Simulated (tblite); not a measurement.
Species: C4H3S2 (doublet state).
Numbering: `[S:1][c:2]1[cH:3][cH:4][cH:5][s:6]1` (hydrogens: H7 on C3; H8 on C4; H9 on C5)

Computed with GFN2-xTB (tblite): harmonic, unscaled wavenumbers at the GFN2-xTB geometry, gas phase. The method is semi-empirical: single wavenumbers can be off by several per cent or more. Open shells enter through the occupations alone, without spin polarisation, and single modes of such species can be off by tens of per cent.

Harmonic wavenumbers (cm⁻¹): 174.6, 239.3, 414.4, 431.1, 524.0, 619.5, 695.8, 721.0, 796.4, 849.4, 855.9, 931.0, 1074.9, 1097.6, 1168.7, 1292.1, 1385.7, 1448.5, 3130.6, 3145.3, 3158.3.

A = 5313, B = 1976, C = 1441 MHz; mass 114.968 u (most abundant isotopes); point group Cs, symmetry number 1; spin multiplicity 2.

Problem. What is the zero-point energy?

Solution. Half the sum of the wavenumbers: 12077 cm⁻¹ = 144.47 kJ/mol.

Problem. Entropy at 200 K, 1 bar (ideal gas, RRHO, classical rotation)?

Solution. Translation 159.73, rotation 109.89, vibration 17.76, spin (R ln 2) 5.76: S = 293.1 J/(mol K).

Problem. And Cp and H(200 K) − H(0)?

Solution. Cp = 66.08 J/(mol K), of which vibrations give 32.83 (their classical limit is 21 R = 174.6); H(200 K) − H(0) = 9.06 kJ/mol without the zero-point energy, 2.41 from vibrations.

Problem. How do the functions run with temperature in this model?

Solution. 
```json
{"T (K)": "100", "S (J/(mol K))": "256.4", "Cp (J/(mol K))": "43.5", "H − H(0) (kJ/mol)": "3.63", "G − H(0) (kJ/mol)": "-22.01", "ln q(vib)": "0.12"}
{"T (K)": "300", "S (J/(mol K))": "324.7", "Cp (J/(mol K))": "91.1", "H − H(0) (kJ/mol)": "16.93", "G − H(0) (kJ/mol)": "-80.48", "ln q(vib)": "1.52"}
{"T (K)": "500", "S (J/(mol K))": "381.0", "Cp (J/(mol K))": "129.1", "H − H(0) (kJ/mol)": "39.29", "G − H(0) (kJ/mol)": "-151.20", "ln q(vib)": "3.59"}
{"T (K)": "800", "S (J/(mol K))": "449.0", "Cp (J/(mol K))": "158.9", "H − H(0) (kJ/mol)": "83.04", "G − H(0) (kJ/mol)": "-276.15", "ln q(vib)": "6.85"}
{"T (K)": "1000", "S (J/(mol K))": "485.7", "Cp (J/(mol K))": "170.3", "H − H(0) (kJ/mol)": "116.02", "G − H(0) (kJ/mol)": "-369.71", "ln q(vib)": "8.91"}
```

q(vib) and H(0) count from the zero-point level.

Problem. Which modes carry the vibrational entropy at 200 K?

Solution. 174.6 cm⁻¹: 6.94; 239.3 cm⁻¹: 4.75; 414.4 cm⁻¹: 1.76; 431.1 cm⁻¹: 1.60; 524.0 cm⁻¹: 0.93; 619.5 cm⁻¹: 0.53 J/(mol K); the other 15 give 1.24 together.

Problem. What must be added to the electronic energy to get the Gibbs energy at 200 K and 1 bar?

Solution. ZPE + [H(200 K) − H(0)] − T·S = 144.47 + 9.06 − 58.63 = 94.90 kJ/mol.

Hindered rotation and anharmonicity are outside this model.
